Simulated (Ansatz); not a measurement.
# An input for BOF (fluoro(oxo)borane)

The species is BOF (3 atoms), meant as a singlet with charge 0. As SMILES, `O=BF`. The shape is that of a PBE0-D4/def2-TZVP optimisation.

```tsv
atom	x (Å)	y (Å)	z (Å)
O	0.9831	-0.5651	0.4799
B	0.0203	-0.0116	0.0099
F	-1.0034	0.5768	-0.4898
```

Settings wanted:

| Setting | Value |
| --- | --- |
| basis set | Sapporo-DZP |
| core potential | none |
| task | energy |
| method | MP2 |
| reference | RHF |
| accuracy | medium |
| frozen core orbitals | 3 |

**Question.** Write the Ansatz 0.2.0 input and the command.

**Answer.** One that was run (others would do as well):

in.yaml:
```yaml
crystal:
  periodic: [false, false, false]
  atoms:
    - symbol: O
      position_ang: [0.983100, -0.565100, 0.479900]
    - symbol: B
      position_ang: [0.020300, -0.011600, 0.009900]
    - symbol: F
      position_ang: [-1.003400, 0.576800, -0.489800]
basis:
  gaussian:
    orbitals: Sapporo-DZP.json
correlation:
  method: mp2
  frozen_orbitals: {B: 1, F: 1, O: 1}
```

```bash
$ ansatz run in.yaml --threads 1 --pin off --max-ram 3480MiB --events-out events.jsonl --progress --plain --runs-dir runs
```

(Basis files named in the input come from the Basis Set Exchange and aren't shown.)

Calculated total energy: -199.54263 Eh.
